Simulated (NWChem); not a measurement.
System: acetone (C3H6O); SMILES CC(C)=O

Parts of the log:

```
             Northwest Computational Chemistry Package (NWChem) 7.3.0
             --------------------------------------------------------

                             Geometry "geometry" -> ""
                             -------------------------

 Output coordinates in angstroms (scale by  1.889725989 to convert to a.u.)

  No.       Tag          Charge          X              Y              Z
 ---- ---------------- ---------- -------------- -------------- --------------
    1 C                    6.0000    -1.28455000    -0.00071900    -0.61500800
    2 C                    6.0000     0.00000000     0.00000000     0.18073100
    3 C                    6.0000     1.28455000     0.00071900    -0.61500800
    4 O                    8.0000     0.00000000     0.00000000     1.38773600
    5 H                    1.0000    -1.32990200    -0.88386400    -1.27226200
    6 H                    1.0000    -1.33381200     0.88506800    -1.26833800
    7 H                    1.0000    -2.14275300    -0.00457100     0.06843500
    8 H                    1.0000     2.14275300     0.00457100     0.06843500
    9 H                    1.0000     1.33381200    -0.88506800    -1.26833800
   10 H                    1.0000     1.32990200     0.88386400    -1.27226200

 Effective nuclear repulsion energy (a.u.)     119.4781053125

  pbe96 is a nonlocal functional; adding pw91lda local functional.
                              NWChem Property Module
                              ----------------------

                                 NWChem DFT Module
                                 -----------------

 Summary of "ao basis" -> "ao basis" (spherical)
 ------------------------------------------------------------------------------
       Tag                 Description            Shells   Functions and Types
 ---------------- ------------------------------  ------  ---------------------
 C                        aug-cc-pvdz                9       23   4s3p2d
 O                        aug-cc-pvdz                9       23   4s3p2d
 H                        aug-cc-pvdz                5        9   3s2p

            General Information
            -------------------
          SCF calculation type: DFT
          Wavefunction type:  closed shell.
          No. of atoms     :    10
          No. of electrons :    32
           Alpha electrons :    16
            Beta electrons :    16
          Charge           :     0
          Spin multiplicity:     1
          Use of symmetry is: off; symmetry adaption is: off
          Maximum number of iterations: 150
          AO basis - number of functions:   146
                     number of shells:    66
          Convergence on energy requested:  1.00D-06
          Convergence on density requested:  1.00D-05
          Convergence on gradient requested:  5.00D-04

              XC Information
              --------------
          PerdewBurkeErnzerhof Exchange Functional  1.000
            Perdew 1991 LDA Correlation Functional  1.000 local
           PerdewBurkeErnz. Correlation Functional  1.000 non-local

             Grid Information
             ----------------
          Grid used for XC integration:  medium
          Radial quadrature: Mura-Knowles
          Angular quadrature: Lebedev.
          Tag              B.-S. Rad. Rad. Pts. Rad. Cut. Ang. Pts.
          ---              ---------- --------- --------- ---------
          C                   0.70       49          14.0       434
          O                   0.60       49          13.0       434
          H                   0.35       45          15.0       434
          Grid pruning is: on
          Number of quadrature shells:   466
          Spatial weights used:  Erf1

      Superposition of Atomic Density Guess
      -------------------------------------

 Sum of atomic energies:        -190.76388830

      Non-variational initial energy
      ------------------------------

 Total energy =    -193.060275
 1-e energy   =    -493.518440
 2-e energy   =     180.980059
 HOMO         =      -0.339730
 LUMO         =      -0.018811

   convergence    iter        energy       DeltaE   RMS-Dens  Diis-err
 ---------------- ----- ----------------- --------- --------- ---------
 d= 0,ls=0.0,diis     1   -192.8186764668 -3.12D+02  2.39D-02  1.03D+00
 d= 0,ls=0.0,diis     2   -192.1312488168  6.87D-01  1.45D-02  7.43D+00
 d= 0,ls=0.0,diis     3   -192.9297085361 -7.98D-01  1.63D-03  5.65D-02
 d= 0,ls=0.0,diis     4   -192.9330326162 -3.32D-03  8.71D-04  1.86D-02
 d= 0,ls=0.0,diis     5   -192.9350737251 -2.04D-03  2.26D-04  8.14D-04
  Resetting Diis
 d= 0,ls=0.0,diis     6   -192.9351929196 -1.19D-04  3.07D-05  9.23D-06
 d= 0,ls=0.0,diis     7   -192.9351941369 -1.22D-06  1.57D-05  1.11D-06
 d= 0,ls=0.0,diis     8   -192.9351939210  2.16D-07  9.80D-06  2.87D-06

         Total DFT energy =     -192.935193920966
      One electron energy =     -497.329045328004
           Coulomb energy =      211.729440341474
    Exchange-Corr. energy =      -26.813694246919
 Nuclear repulsion energy =      119.478105312484

 Numeric. integr. density =       32.000021803634

                       DFT Final Molecular Orbital Analysis
                       ------------------------------------

 Vector   14  Occ=2.000000D+00  E=-3.359871D-01
              MO Center= -1.6D-09,  6.3D-09, -2.8D-01, r^2= 3.6D+00
   Bfn.  Coefficient  Atom+Function         Bfn.  Coefficient  Atom+Function
  ----- ------------  ---------------      ----- ------------  ---------------
   112      0.331715   7 H  s               121     -0.331715   8 H  s
   111      0.293878   7 H  s               120     -0.293878   8 H  s
     5     -0.289356   1 C  px               51     -0.289356   3 C  px
    28      0.218758   2 C  px                4     -0.182030   1 C  s
    50      0.182030   3 C  s                 7      0.151783   1 C  pz

 Vector   15  Occ=2.000000D+00  E=-3.182764D-01
              MO Center= -1.4D-08, -1.3D-09,  4.9D-01, r^2= 2.5D+00
   Bfn.  Coefficient  Atom+Function         Bfn.  Coefficient  Atom+Function
  ----- ------------  ---------------      ----- ------------  ---------------
    75      0.479851   4 O  py               78      0.284617   4 O  py
    29      0.257157   2 C  py               94      0.164256   5 H  s
   103     -0.164520   6 H  s               130      0.164520   9 H  s
   139     -0.164256  10 H  s                 6     -0.162887   1 C  py
    52     -0.162887   3 C  py               93      0.145139   5 H  s

 Vector   16  Occ=2.000000D+00  E=-2.073325D-01
              MO Center=  6.3D-09,  4.5D-11,  8.4D-01, r^2= 1.9D+00
   Bfn.  Coefficient  Atom+Function         Bfn.  Coefficient  Atom+Function
  ----- ------------  ---------------      ----- ------------  ---------------
    74      0.572582   4 O  px               77      0.385836   4 O  px
     3      0.207467   1 C  s                49     -0.207467   3 C  s
     5      0.163905   1 C  px               51      0.163905   3 C  px
    34     -0.154134   2 C  px                4     -0.147524   1 C  s
     7      0.147012   1 C  pz               50      0.147524   3 C  s

 Vector   17  Occ=0.000000D+00  E=-5.980680D-02
              MO Center=  3.4D-10,  3.1D-10,  1.9D-01, r^2= 2.8D+00
   Bfn.  Coefficient  Atom+Function         Bfn.  Coefficient  Atom+Function
  ----- ------------  ---------------      ----- ------------  ---------------
    29      0.531776   2 C  py               32      0.457086   2 C  py
    75     -0.407681   4 O  py               35      0.338559   2 C  py
    78     -0.325880   4 O  py               81     -0.253534   4 O  py
   104     -0.199938   6 H  s               131      0.199938   9 H  s
    95      0.198663   5 H  s               140     -0.198663  10 H  s

 Vector   18  Occ=0.000000D+00  E=-2.584059D-02
              MO Center=  7.9D-08,  2.9D-08, -1.4D+00, r^2= 1.2D+01
   Bfn.  Coefficient  Atom+Function         Bfn.  Coefficient  Atom+Function
  ----- ------------  ---------------      ----- ------------  ---------------
     4      0.767214   1 C  s                50      0.767214   3 C  s
    95     -0.481571   5 H  s               104     -0.481806   6 H  s
   131     -0.481805   9 H  s               140     -0.481571  10 H  s
     3      0.328572   1 C  s                49      0.328572   3 C  s
    94     -0.199272   5 H  s               103     -0.199250   6 H  s

 Vector   19  Occ=0.000000D+00  E= 4.365280D-03
              MO Center= -2.1D-07,  2.1D-08, -1.0D+00, r^2= 1.9D+01
   Bfn.  Coefficient  Atom+Function         Bfn.  Coefficient  Atom+Function
  ----- ------------  ---------------      ----- ------------  ---------------
    34      2.214094   2 C  px                4      1.251528   1 C  s
    50     -1.251529   3 C  s               113      1.122658   7 H  s
   122     -1.122658   8 H  s                95      0.995363   5 H  s
   104      0.994851   6 H  s               131     -0.994851   9 H  s
   140     -0.995363  10 H  s                11      0.759679   1 C  px

     Multipole analysis of the density
     ---------------------------------

     L   x y z        total         alpha         beta         nuclear
     -   - - -        -----         -----         ----         -------
     0   0 0 0     -0.000000    -16.000000    -16.000000     32.000000

[...]

 DFT Linear Response polarizability / au
 Frequency  =       0.0000000 / au
              X              Y              Z
 -----------------------------------------------
 X      49.7290425      0.0072886      0.0000001
 Y       0.0072886     35.2830417     -0.0000000
 Z       0.0000001     -0.0000000     49.3274333
 -----------------------------------------------
 Eigenvalues =      49.7290462     35.2830381     49.3274333
 Isotropic   =      44.7798392
 Anisotropic =      14.2494470
 -----------------------------------------------

 Magnetic Dipole Response Matrix (nonzero elements):

 Exiting AOResponse driver routine
```

Level: PBE/aug-cc-pVDZ. Coordinates come from a PBE0/def2-SVP optimisation.

Problem. Reconstruct the input file.

Solution. This is not unique; one that fits is the input that was run:
```
start job
memory heap 200 mb stack 900 mb global 1100 mb
geometry units angstroms noautosym nocenter noautoz
  C     -1.284550    -0.000719    -0.615008
  C      0.000000     0.000000     0.180731
  C      1.284550     0.000719    -0.615008
  O      0.000000     0.000000     1.387736
  H     -1.329902    -0.883864    -1.272262
  H     -1.333812     0.885068    -1.268338
  H     -2.142753    -0.004571     0.068435
  H      2.142753     0.004571     0.068435
  H      1.333812    -0.885068    -1.268338
  H      1.329902     0.883864    -1.272262
end
basis spherical
  * library aug-cc-pvdz
end
dft
  xc xpbe96 cpbe96
  iterations 150
end
property
  response 1 0.0
end
task dft property
```
